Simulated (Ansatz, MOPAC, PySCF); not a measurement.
Pair of molecules: CH4 (SMILES C) (first 5 atoms) with H2O (SMILES O); geometry from A24 set.
(charge 0, multiplicity 1):
```xyz
8

C      0.0007     0.0000    -1.9999
H     -0.5074     0.8876    -2.3729
H      1.0305     0.0000    -2.3528
H     -0.0131     0.0000    -0.9119
H     -0.5074    -0.8876    -2.3729
O     -0.0047     0.0000     1.7160
H      0.0321     0.7576     2.3017
H      0.0321    -0.7576     2.3017
```

Monomers are frozen at their geometry in the pair; levels with a basis set take the counterpoise correction.

Cores are frozen in the correlated methods. The state that PM7 reach isn't checked; PM7 holds dispersion and hydrogen-bond terms.

Run with Ansatz (Gaussian orbitals); MOPAC for PM7 (differences of heats of formation); PySCF for the dispersion terms. Values without a source in brackets are computed.

Task: What interaction energy does PM7 give?

Result: -0.5 kcal/mol

Ansatz is an electronic-structure program.
